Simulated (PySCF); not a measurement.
Potential energy of BS along the bond

Set-up: B x2c-TZVPPall, S x2c-TZVPPall; spin-free X2C with a Gaussian nucleus (PySCF 2.14). Energies in eV from B + S in their ground configurations at the same level. State: ²Σ⁺ (doublet), unpaired electrons σ ↑.

Curves on a restricted Hartree–Fock reference rise too fast on stretching and do not dissociate correctly.

| R (Å) | ROHF | ROHF-CCSD | ROHF-SCS-MP2 | r²SCAN |
| --- | --- | --- | --- | --- |
| 1.384 | -2.671 |  | -3.919 | -4.525 |
| 1.448 | -3.551 | -4.521 | -4.845 | -5.431 |
| 1.512 | -4.030 | -5.043 | -5.374 | -5.946 |
| 1.561 | -4.188 | -5.235 | -5.571 | -6.136 |
| 1.609 | -4.213 | -5.296 | -5.637 | -6.197 |
| 1.657 | -4.133 | -5.253 | -5.599 | -6.156 |
| 1.722 | -3.904 | -5.075 | -5.424 | -5.983 |
| 1.802 | -3.480 | -4.717 | -5.066 | -5.631 |
| 1.899 | -2.861 | -4.175 | -4.510 | -5.092 |
| 2.027 | -1.987 |  | -3.669 | -4.295 |

Task: Put a parabola through the three lowest points of the ROHF curve and estimate Re, k and ωe (reduced mass 8.189 u; 1 eV/Å² = 0.16022 mdyn/Å; ωe = 1302.8·√(k/μ) cm⁻¹).

Result: Through R = 1.561, 1.609, 1.657 Å the second-order coefficient is 22.8 eV/Å², so Re ≈ 1.596 Å, k ≈ 7.30 mdyn/Å and ωe ≈ 1230 cm⁻¹. A polynomial fit of higher order to the unrounded ROHF energies gives Re = 1.595 Å, k = 7.72 mdyn/Å, ωe = 1265 cm⁻¹; anharmonicity and rounding make the difference.

The higher-order fit for each curve: ROHF: Re = 1.595 Å, ωe = 1265 cm⁻¹, De = 4.22 eV; ROHF-CCSD: Re = 1.611 Å, ωe = 1206 cm⁻¹, De = 5.30 eV; ROHF-SCS-MP2: Re = 1.613 Å, ωe = 1202 cm⁻¹, De = 5.64 eV; r²SCAN: Re = 1.612 Å, ωe = 1193 cm⁻¹, De = 6.20 eV.

Correlated steps freeze 6 core orbitals. The state is the lowest determinant that a PBE0 search found; another state may lie lower at other levels.
